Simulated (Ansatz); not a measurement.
I need a composite energy at a relaxed geometry of FHSSi, SMILES F[Si]S. Use Ansatz 0.2.0, Python API. Settings (for the species named): B3LYP, def2-SVP basis, multiplicity 1.

```xyz
4

F    -1.1807    0.0366    1.1493
Si    0.0627    0.9442    0.7554
S     0.9758   -0.0237   -0.9199
H     0.1977   -1.0174   -1.0051
```

The script, `fhssi.py`:
```python
import itertools
import logging
import sys

import ansatz as az
from ase.data import atomic_numbers, covalent_radii
import numpy as np

logging.basicConfig(stream=sys.stdout, format="%(levelname)s %(message)s")
log = logging.getLogger("run")
log.setLevel(logging.INFO)

GEOMETRY = """
F    -1.18070    0.03660    1.14930
Si    0.06270    0.94420    0.75540
S     0.97580   -0.02370   -0.91990
H     0.19770   -1.01740   -1.00510
"""


def main() -> None:
    mol = az.Crystal.molecule()
    for line in GEOMETRY.strip().splitlines():
        symbol, *xyz = line.split()
        mol = mol.atom(symbol, [float(v) for v in xyz])

    job = mol.calculation()
    job = job.basis(gaussian="def2-SVP")
    job = job.functional("b3lyp")
    symbols = [site.symbol for site in mol.cartesian_sites]
    start = np.array([site.position_ang for site in mol.cartesian_sites], dtype=float)
    rep = job.relax(force_tolerance=0.01).run().report
    end = np.array(rep["positions_ang"])
    radius = [covalent_radii[atomic_numbers[s]] for s in symbols]
    span = lambda where, i, j: np.linalg.norm(where[i] - where[j])
    bonded = [(i, j) for i, j in itertools.combinations(range(len(symbols)), 2) if min(span(start, i, j), span(end, i, j)) < 1.2 * (radius[i] + radius[j])]
    log.info("pair        before    after (A)")
    for i, j in bonded:
        print(f"{symbols[i]}{i}-{symbols[j]}{j}".ljust(10), f"{span(start, i, j):8.4f} {span(end, i, j):8.4f}")

    minimum = az.Crystal.molecule()
    for symbol, place in zip(symbols, end):
        minimum = minimum.atom(symbol, place.tolist())
    at_minimum = minimum.calculation()
    level = lambda method, basis: at_minimum.basis(gaussian=basis).correlation(method).run().report
    small, large, cluster = level("mp2", "cc-pVDZ"), level("mp2", "cc-pVTZ"), level("ccsd_t", "cc-pVDZ")
    corr = lambda each: (each["free_energy_ev"] - each["reference_energy_ev"]) / 27.211386246
    mp2_limit = (27 * corr(large) - 8 * corr(small)) / 19
    pieces = {"HF / cc-pVTZ": large["reference_energy_ev"] / 27.211386246, "MP2 correlation, DZ-TZ limit": mp2_limit, "CCSD(T) - MP2 / cc-pVDZ": corr(cluster) - corr(small)}
    for name, value in pieces.items():
        log.info(f"{name:32s} {value:14.6f} Ha")
    log.info(f"{'sum':32s} {sum(pieces.values()):14.6f} Ha")
    print("T1 diagnostic", round(cluster["correlation"]["coupled_cluster"]["t1_diagnostic"], 4))


if __name__ == "__main__":
    main()
```

`python fhssi.py` gives:
```text
INFO pair        before    after (A)
F0-Si1       1.5890   1.6451
Si1-S2       2.1394   2.1780
S2-H3        1.2650   1.3558
INFO HF / cc-pVTZ                        -786.612355 Ha
INFO MP2 correlation, DZ-TZ limit          -0.581115 Ha
INFO CCSD(T) - MP2 / cc-pVDZ               -0.039849 Ha
INFO sum                                 -787.233318 Ha
T1 diagnostic 0.0162
```

Notes:
- These settings explore the input space; basis and method may be short of convergence.
- The sum leaves out core correlation, relativity, the Hartree-Fock basis error and zero-point energy; a DZ-TZ extrapolation is rough.
- b3lyp holds the VWN-RPA fit, as in Gaussian; the form of ORCA and Turbomole is b3lyp5.
- Inner cores stay frozen, so this is valence correlation.
- For Al to Cl the sets with a tight d function, cc-pV(X+d)Z, are usual.
- It ran for 14 s on 1 thread of Arm Neoverse V1 (shared host), peak memory 0.23 GiB.
